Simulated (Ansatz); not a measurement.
## GeAs⁺, triplet: the ladder up to UCCSDT(Q)

Geometry: a PBE0/def2-TZVP stationary point for this spin.

```xyz
2

Ge    0.0000    0.0000    0.0000
As    0.0000    0.0000    2.4053
```

Basis cc-pVTZ; Ansatz 0.2.0. Correlated methods freeze the noble-gas cores and the filled d shells of p-block atoms, which leaves 8 electrons in 58 orbitals. R marks a restricted (for open shells ROHF) determinant, U an unrestricted one. Active spaces: valence = (8e, 8o) chosen from the atoms' valence shells. No spin–orbit coupling is included, and no scalar relativity.

Full CI isn't at hand for all of this; UCCSDT(Q) serves as the reference, and is uncertain by about the last step of the cluster series. The frozen core follows each run's orbitals, which can shift R against U totals by a few meV for light atoms and by up to 0.1 eV past Ca.

The UHF ⟨S²⟩ is 2.016 and the T1 diagnostic (RCCSD) is 0.0294. The largest doubles amplitude (RCCSD) is 0.064 and the T1 diagnostic (UCCSD) is 0.0300.

Problem. From what is known of these methods and the diagnostics, rank them by the size of their error in total energy against UCCSDT(Q) in cc-pVTZ, smallest first (an estimate: the text doesn't fix the numbers).
A. UCCSD(T)
B. UHF
C. UCCSD
D. UMP2
E. UCCSDT

Solution. E (0.35 kcal/mol), A (1.34 kcal/mol), C (6.67 kcal/mol), D (25.35 kcal/mol), B (115.76 kcal/mol).

All errors are against UCCSDT(Q) in cc-pVTZ. Within each family the higher level lies nearer, as is usual though not guaranteed.

Natural occupations of CASSCF (valence space) about the gap: 1.989 1.969 1.918 0.993 0.993 0.047 0.047 0.044; effectively unpaired electrons, Σ n²(2−n)², 2.05.
